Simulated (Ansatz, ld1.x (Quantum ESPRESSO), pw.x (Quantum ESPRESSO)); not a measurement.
# Ir (Z = 77) (bcc): variants of one TM potential in the solid

Ir (Z = 77), norm-conserving Troullier–Martins (Kleinman–Bylander form), made with ld1.x (Quantum ESPRESSO) 7.5 (PBEsol, scalar-relativistic). Core [Xe] 4f14, reference 5d7 6s2 6p0. Waves: 6s (bound): rc 2.45 bohr; 5d (bound): rc 1.65 bohr; 6p (bound, empty): rc 3.60 bohr. Local part: the p channel. Core correction: Bessel-smoothed model core inside 1.45 bohr.

Crystal test: bcc Ir in pw.x 7.5, no spin, 15³ k-points, Fermi–Dirac smearing 0.01 Ry, cutoffs set for each file from its atomic test. The reference is all-electron LAPW (Ansatz 0.2.0) with the same functional, mesh and smearing; V0 and B0 come from Birch–Murnaghan fits to the pressures at five volumes. Errors are pseudo minus all-electron; Δ is the rms difference of the E(V) curves that follow from these fits, minima aligned, over ±6 % about the mean V0. Mesh and smearing are coarse, so the numbers serve the comparison and aren't converged zero-temperature values; the lattice is a test structure that the element need not adopt.

All-electron: a0 = 3.079 Å (V0 = 14.59 Å³/atom), B0 = 339.1 GPa.

Base: The largest radius (3.60 bohr) exceeds half the bond length (2.52 bohr), so the spheres overlap, which is one possible source of error among others. This is a poor potential for the solid. Atomic configuration tests: 1 of 7 tests not solved or not reliable.

A dash in a converged row means that the minimum lies outside the volumes sampled.

| change | cutoffs (Ry) | pw.x | a0 (Å) | a0 error (%) | B0 error (%) | Δ (meV/atom) | mean pressure error (GPa) |
| --- | --- | --- | --- | --- | --- | --- | --- |
| base | 70/280 | converged | – | – | – | – | +34.28 |
| all radii but the core radius scaled by about 0.94 (s 2.30, p 3.38, d 1.54 bohr) | 85/340 | converged | – | – | – | – | +41.76 |
| all radii but the core radius scaled by about 1.06 (s 2.60, p 3.82, d 1.76 bohr) | 60/240 | converged | – | – | – | – | +25.92 |
| all radii but the core radius scaled by about 1.18 (s 2.90, p 4.26, d 1.96 bohr) | 55/220 | converged | 3.057 | -0.70 | +28.2 | 24.9 | -8.07 |
| all radii but the core radius scaled by about 1.32 (s 3.22, p 4.74, d 2.18 bohr) | 55/220 | converged | – | – | – | – | -37.61 |

**Question.** Give the row for: all radii but the core radius scaled by about 0.77 (s 1.88, p 2.76, d 1.26 bohr).

**Answer.** pw.x: converged; mean pressure error (GPa): +43.61.
